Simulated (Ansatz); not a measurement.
# CS: the cost of one run

Program: Ansatz 0.2.0, driven from Python. The levels of theory stand in the script. These are calculated values, not measurements.

### Step 1. The structure

Bond lengths: C1–S2 1.695 Å.

cs.xyz, read by the script:

```xyz
2

C     0.00000    0.00000    0.00000
S     0.00000    0.00000    1.69500
```

### Step 2. The code

Contents of run_composite.py:

```python
"""A composite energy for CS: DFT geometry, MP2 basis limit, coupled-cluster correction."""

from dataclasses import dataclass
import itertools
import logging
import sys

import ansatz as az
from ase.data import atomic_numbers, covalent_radii
import numpy as np

logging.basicConfig(stream=sys.stdout, format="[%(levelname)s] %(message)s")
logger = logging.getLogger("calc")
logger.setLevel(logging.INFO)


@dataclass
class RunConfig:
    basis_set: str = "def2-SVP"
    functional: str = "r2scan"


settings = RunConfig()

cs = az.Crystal.molecule_from_extxyz("cs.xyz")

base = cs.calculation()
base = base.basis(gaussian=settings.basis_set)
base = base.functional(settings.functional)
symbols = [site.symbol for site in cs.cartesian_sites]
start = np.array([site.position_ang for site in cs.cartesian_sites], dtype=float)
summary = base.relax(force_tolerance=0.01).run(threads=1, pin="off").report
end = np.array(summary["positions_ang"])
# pairs closer than 1.2 times the sum of covalent radii, before or after
radius = [covalent_radii[atomic_numbers[s]] for s in symbols]
span = lambda where, i, j: np.linalg.norm(where[i] - where[j])
bonded = [(i, j) for i, j in itertools.combinations(range(len(symbols)), 2) if min(span(start, i, j), span(end, i, j)) < 1.2 * (radius[i] + radius[j])]
logger.info("pair        before    after (A)")
for i, j in bonded:
    print(f"{symbols[i]}{i}-{symbols[j]}{j}".ljust(10), f"{span(start, i, j):8.4f} {span(end, i, j):8.4f}")

minimum = az.Crystal.molecule()
for symbol, place in zip(symbols, end):
    minimum = minimum.atom(symbol, place.tolist())
at_minimum = minimum.calculation()
# MP2 extrapolated to the basis limit, plus the small-basis difference CCSD(T) - MP2
level = lambda method, basis: at_minimum.basis(gaussian=basis).correlation(method).run(threads=1, pin="off").report
small, large, cluster = level("mp2", "cc-pVDZ"), level("mp2", "cc-pVTZ"), level("ccsd_t", "cc-pVDZ")
corr = lambda each: (each["free_energy_ev"] - each["reference_energy_ev"]) / 27.211386246
mp2_limit = (27 * corr(large) - 8 * corr(small)) / 19
pieces = {"HF / cc-pVTZ": large["reference_energy_ev"] / 27.211386246, "MP2 correlation, DZ-TZ limit": mp2_limit, "CCSD(T) - MP2 / cc-pVDZ": corr(cluster) - corr(small)}
for name, value in pieces.items():
    logger.info(f"{name:32s} {value:14.6f} Ha")
logger.info(f"{'sum':32s} {sum(pieces.values()):14.6f} Ha")
print("T1 diagnostic", round(cluster["correlation"]["coupled_cluster"]["t1_diagnostic"], 4))
```

### Step 3. The calls as engine input

The package turns the script's settings into the engine's input (first run):

```yaml
crystal:
  periodic: [false, false, false]
  atoms:
    - { symbol: C, position_ang: [0.0, 0.0, 0.0] }
    - { symbol: S, position_ang: [0.0, 0.0, 1.695] }
basis:
  gaussian:
    orbitals: def2-SVP
hamiltonian:
  xc: r2scan
relax:
  f_tol: 0.01
```

### Step 4. Launch

Run with:

```console
> python run_composite.py
```

What time and memory should one allow on 1 thread of Arm Neoverse V2, shared host?

About 4.4 s, with a peak of 0.16 GiB.
